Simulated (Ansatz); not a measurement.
Ansatz (a program for electronic structure) input:

Ansatz 0.2 input:
```yaml
crystal:
  periodic: [false, false, false]
  atoms:
    - {symbol: C, position_ang: [-0.00530785, -0.03292262, -1.25255471]}
    - {symbol: Si, position_ang: [0.00176161, -0.01626018, 0.52594046]}
    - {symbol: H, position_ang: [-0.90647034, 0.32687280, -1.75455355]}
    - {symbol: H, position_ang: [0.90272032, 0.29878124, -1.76148183]}
    - {symbol: H, position_ang: [0.02469593, 1.23745090, 1.43148183]}
    - {symbol: H, position_ang: [-1.20807042, -0.70031235, 1.12295762]}
    - {symbol: H, position_ang: [1.19430902, -0.73761443, 1.11375772]}
basis:
  gaussian:
    orbitals: def2-TZVP
hamiltonian:
  xc: b3lyp
  dispersion: d3bj
total_charge: -1
phonons: {temperatures: {t_min: 298.15, t_max: 298.15, t_step: 100}}
```

Q: What final total energy does it print?

A: -330.62556 Eh (B3LYP-D3(BJ)/def2-TZVP). The basis has 98 functions. The run takes very roughly 40 core-seconds.

It need not be the lowest isomer of its formula. Whether it binds its extra electron was not tested at this geometry.
